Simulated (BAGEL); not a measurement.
# SiNH4F (SMILES N[SiH2]F) at HF/6-31G (density fitting with tzvpp-jkfit)

What is the vertical ionisation energy of SiNH4F at HF/6-31G (density fitting with tzvpp-jkfit)? 

Program for the calculation: BAGEL 1.2.2.

4 further runs of the same task are left out: 4 set aside as unsound or not needed.

## 1. The structure to begin with

The species is SiNH4F (7 atoms), meant as a singlet with charge 0. As SMILES, `N[SiH2]F`. The coordinates come from a PBE0-D4/def2-TZVP relaxation. This is one conformer, not always the lowest.

Bond lengths: N1–Si2 1.696 Å, Si2–F3 1.605 Å, N1–H4 1.006 Å, N1–H5 1.006 Å, Si2–H6 1.479 Å, Si2–H7 1.479 Å. Angles: N1–Si2–F3 114.6°, N1–Si2–H6 108.3°, N1–Si2–H7 108.3°, F3–Si2–H6 105.8°, F3–Si2–H7 105.8°, Si2–N1–H4 122.0°, Si2–N1–H5 122.0°, H6–Si2–H7 114.0°, H4–N1–H5 111.8°.

## 2. The energy at HF/6-31G (density fitting with tzvpp-jkfit)

Contents of job.json:

```json
{ "bagel" : [

{
  "title" : "molecule",
  "basis" : "6-31g",
  "df_basis" : "tzvpp-jkfit",
  "angstrom" : "true",
  "cartesian" : "true",
  "geometry" : [
    { "atom" : "N", "xyz" : [      -0.761500,       0.339000,      -0.625200 ] },
    { "atom" : "Si", "xyz" : [       0.531100,      -0.115700,       0.373400 ] },
    { "atom" : "F", "xyz" : [       0.515100,      -1.653900,       0.829800 ] },
    { "atom" : "H", "xyz" : [      -0.786600,       0.105100,      -1.603600 ] },
    { "atom" : "H", "xyz" : [      -1.682200,       0.513500,      -0.258400 ] },
    { "atom" : "H", "xyz" : [       0.455900,       0.676200,       1.620700 ] },
    { "atom" : "H", "xyz" : [       1.789400,       0.068000,      -0.382300 ] }
  ]
},

{
  "title" : "hf",
  "dma" : 1
},

{
  "title" : "print",
  "file" : "orbitals.molden",
  "orbitals" : "true"
}

]}
```

The run is started by

```bash
$ BAGEL_NUM_THREADS=1 BAGEL job.json > job.out
```

Log:

```text
* using 1 threads per process

  ===============================================================
  ===============================================================

  Cartesian basis functions are used
  *** Geometry ***

  { "atom" : "N", "xyz" : [     -1.439026,      0.640617,     -1.181457 ] },
  { "atom" : "Si", "xyz" : [      1.003634,     -0.218641,      0.705624 ] },
  { "atom" : "F", "xyz" : [      0.973398,     -3.125418,      1.568095 ] },
  { "atom" : "H", "xyz" : [     -1.486459,      0.198610,     -3.030365 ] },
  { "atom" : "H", "xyz" : [     -3.178897,      0.970374,     -0.488305 ] },
  { "atom" : "H", "xyz" : [      0.861526,      1.277833,      3.062679 ] },
  { "atom" : "H", "xyz" : [      3.381476,      0.128501,     -0.722442 ] },

  Number of auxiliary basis functions:      421

  Since a DF basis is specified, we compute 2- and 3-index integrals:
    o Being stored without compression. Storage requirement is 0.005 GB

  Number of basis functions:       39
  Number of electrons      :       34

    * METHOD: MOLECULE                             0.25

  *** RHF ***

  === Nuclear Repulsion ===
   118.5879466640

      * DIIS with orbital gradients will be used.

  === RHF iteration (6-31g) ===
      0       -429.60630519          0.17068071           0.03
      1       -422.91188274          0.22124607           0.03
      2       -443.12669424          0.09910415           0.03
      3       -444.95889586          0.03256242           0.03
      4       -445.10271330          0.00527666           0.03
      5       -445.10934859          0.00154349           0.03
      6       -445.10994192          0.00029375           0.03
      7       -445.10997303          0.00009899           0.03
      8       -445.10997567          0.00001549           0.04
      9       -445.10997577          0.00000451           0.03
     10       -445.10997578          0.00000070           0.02
     11       -445.10997578          0.00000021           0.02
     12       -445.10997578          0.00000009           0.02
     13       -445.10997578          0.00000003           0.02
     14       -445.10997578          0.00000001           0.02
    * SCF iteration converged.

    * Permanent dipole moment:
           (    0.428467,    -0.673272,     0.489820) a.u.

    * Dipole moment:
           (    0.428467,    -0.673272,     0.489820) a.u.

      about the centre of charge:      (0.362233,    -0.709709,     0.427734)

    * METHOD: HF                                   0.44

    * METHOD: PRINT                                0.01

  ===============================================================
```

It took 1.1 s on 1 thread of Intel Xeon Platinum 8488C (Sapphire Rapids), shared host; peak memory 0.14 GiB.

## 3. The doublet cation, same level

Contents of input.json:

```json
{ "bagel" : [

{
  "title" : "molecule",
  "basis" : "6-31g",
  "df_basis" : "tzvpp-jkfit",
  "angstrom" : true,
  "cartesian" : true,
  "geometry" : [
    { "atom" : "N", "xyz" : [   -0.761500,    0.339000,   -0.625200 ] },
    { "atom" : "Si", "xyz" : [    0.531100,   -0.115700,    0.373400 ] },
    { "atom" : "F", "xyz" : [    0.515100,   -1.653900,    0.829800 ] },
    { "atom" : "H", "xyz" : [   -0.786600,    0.105100,   -1.603600 ] },
    { "atom" : "H", "xyz" : [   -1.682200,    0.513500,   -0.258400 ] },
    { "atom" : "H", "xyz" : [    0.455900,    0.676200,    1.620700 ] },
    { "atom" : "H", "xyz" : [    1.789400,    0.068000,   -0.382300 ] }
  ]
},
{ "title" : "uhf", "charge" : 1, "nopen" : 1, "dma" : 1 },
{ "title" : "print", "file" : "orbitals.molden", "orbitals" : true }

]}
```

The run is started by

```bash
$ BAGEL_NUM_THREADS=1 BAGEL input.json > input.out
```

Log:

```text
* using 1 threads per process

  ===============================================================
  ===============================================================

  Cartesian basis functions are used
  *** Geometry ***

  { "atom" : "N", "xyz" : [     -1.439026,      0.640617,     -1.181457 ] },
  { "atom" : "Si", "xyz" : [      1.003634,     -0.218641,      0.705624 ] },
  { "atom" : "F", "xyz" : [      0.973398,     -3.125418,      1.568095 ] },
  { "atom" : "H", "xyz" : [     -1.486459,      0.198610,     -3.030365 ] },
  { "atom" : "H", "xyz" : [     -3.178897,      0.970374,     -0.488305 ] },
  { "atom" : "H", "xyz" : [      0.861526,      1.277833,      3.062679 ] },
  { "atom" : "H", "xyz" : [      3.381476,      0.128501,     -0.722442 ] },

  Number of auxiliary basis functions:      421

  Since a DF basis is specified, we compute 2- and 3-index integrals:
    o Being stored without compression. Storage requirement is 0.005 GB

  Number of basis functions:       39
  Number of electrons      :       34

    * METHOD: MOLECULE                             0.23

  *** Open-shell HF ***

  === Nuclear Repulsion ===
   118.5879466640

      * DIIS with orbital gradients will be used.

  === UHF iteration (6-31g) ===
      0       -430.18001868          0.33539753           0.06
      1       -424.23949867          0.42233995           0.06
      2       -412.17645355          0.31858433           0.06
      3       -423.15478007          0.49122691           0.06
      4       -425.65327410          0.43767894           0.06
      5       -428.61486286          0.35364962           0.05
      6       -442.63883935          0.23566108           0.06
      7       -442.20197837          0.25368850           0.06
      8       -441.48390081          0.25359261           0.06
      9       -444.63410341          0.05131768           0.05
     10       -444.73286703          0.02382672           0.06
     11       -444.75896494          0.00404434           0.07
     12       -444.76045203          0.00118254           0.07
     13       -444.76068800          0.00062409           0.07
     14       -444.76080577          0.00031379           0.06
     15       -444.76083857          0.00011886           0.06
     16       -444.76084244          0.00003239           0.06
     17       -444.76084287          0.00000686           0.06
     18       -444.76084295          0.00000223           0.06
     19       -444.76084297          0.00000111           0.06
     20       -444.76084298          0.00000049           0.06
     21       -444.76084298          0.00000018           0.06
     22       -444.76084298          0.00000009           0.06
     23       -444.76084298          0.00000005           0.06
     24       -444.76084298          0.00000003           0.06
     25       -444.76084298          0.00000001           0.05
     26       -444.76084298          0.00000001           0.05
    * SCF iteration converged.

    * S^2 (UHF) is 0.7575

    * Permanent dipole moment:
           (    1.636939,    -1.886034,     1.662514) a.u.

    * METHOD: UHF                                  1.63

    * METHOD: PRINT                                0.00

  ===============================================================
```

Wall time 2.2 s (1 thread of Intel Xeon Platinum 8488C (Sapphire Rapids), shared host); peak memory 0.14 GiB.

## 4. Results

Level: HF/6-31G (density fitting with tzvpp-jkfit).

| quantity | value |
| --- | --- |
| singlet SiNH4F: total energy | -445.10998 Eh |
| singlet SiNH4F: dipole moment | 2.38 D |
| singlet SiNH4F: HOMO energy | -11.80 eV |
| singlet SiNH4F: LUMO energy | 4.44 eV |
| singlet SiNH4F: HOMO–LUMO gap | 16.24 eV |
| doublet cation: total energy | -444.76084 Eh |
| doublet cation: ⟨S²⟩ | 0.757 |
| vertical ionisation energy (to the doublet cation) | 9.500 eV |

In words: Removing an electron at fixed nuclei costs 9.50 eV (219 kcal/mol). −ε(HOMO) before ionisation, 11.80 eV, is 2.30 eV above this ionisation energy.
